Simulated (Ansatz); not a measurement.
The cluster Si₂Cl (the lowest doublet isomer of a short search) was relaxed with r2SCAN-D4 (def2-TZVP) in Ansatz in these states: neutral doublet, neutral quartet. The geometries follow in no particular order.

A:

```xyz
3

Si    0.3639    0.2453   -0.6958
Si    0.6938   -1.7209    0.4964
Cl   -1.0577    1.4756    0.1995
```

B:

```xyz
3

Si   -0.021   -0.024   -0.002
Si    1.349    1.607    0.164
Cl   -1.328   -1.583   -0.162
```

Judge from the bond lengths which geometry belongs to which state (an estimate).

A is the neutral quartet (Si1–Si2 2.323 Å, Si1–Cl3 2.082 Å); B is the neutral doublet (Si1–Si2 2.137 Å, Si1–Cl3 2.041 Å).

At PBE0-D4/def2-TZVP a doublet lies 0.11 eV below the neutral quartet. These are the stationary points nearest to one start from a short search; other shapes may lie lower in each state.
